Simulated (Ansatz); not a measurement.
in.yaml

```yaml
crystal:
  periodic: [false, false, false]
  atoms:
    - {symbol: Al, position_ang: [0.000000, 0.000000, 0.105100]}
    - {symbol: C, position_ang: [0.000000, 0.000000, -1.811100]}
    - {symbol: H, position_ang: [0.000000, 0.000000, 1.706000]}
basis:
  gaussian: {orbitals: 6-31G}
magnetization: {spin_polarized: false, initial_magnetization: 2}
hamiltonian: {pseudopotentials: {relativity: scalar}}
correlation: {active_space: {ras: {orbitals: [3, 2, 13], electrons: 8, max_holes: 2, max_particles: 2}, fixed_orbitals: true}}
accuracy: high
scf: {lower_state_search: off}
```

```sh
$ ansatz run in.yaml --threads 1 --pin off --events-out ev --progress --plain --max-ram 2393MiB
```

Log:

```
these checks for a lower state are left out or cut short: stability, starts, cluster_reference, orbital_swaps, neighbouring_geometries, increment
524 factors; integrals over basis functions are off by at most 3.0e-9 eV
mean field evaluation 1: about -7633.0051 eV, gradient 1.1e1 eV
mean field evaluation 2: about -7633.0073 eV, gradient 1.1e1 eV
mean field evaluation 4: about -7633.4919 eV, gradient 3.5e0 eV
mean field evaluation 8: about -7633.5447 eV, gradient 1.3e-1 eV
mean field -7633.54508266 eV, -280.5276075849 hartree, gradient 4.8e-8 eV, S^2 2.000000; 0 other end points of the search recorded, 0 dependent functions left out
reference -7633.54508266 eV, -280.5276075849 hartree; 11, 9 occupied and 13, 15 virtual orbitals, 524 factors
state -7636.59681950 eV, -280.6397568454 hartree
Total energy: -7636.59681950 eV, -280.6397568454 hartree
Relativity: scalar
Checks for a lower state left out: stability, starts, cluster_reference, orbital_swaps, neighbouring_geometries, increment
```

Natural occupations: 1.9730 1.9678 1.9228 0.9816 0.9816 0.0692 0.0330 0.0330 0.0146 0.0084 0.0033 0.0029 0.0028 0.0028 0.0012 0.0008 0.0008 0.0003.

Ran on 1 thread of AMD EPYC 9R45, shared host: 0.42 s wall, 0.18 GiB peak host memory.
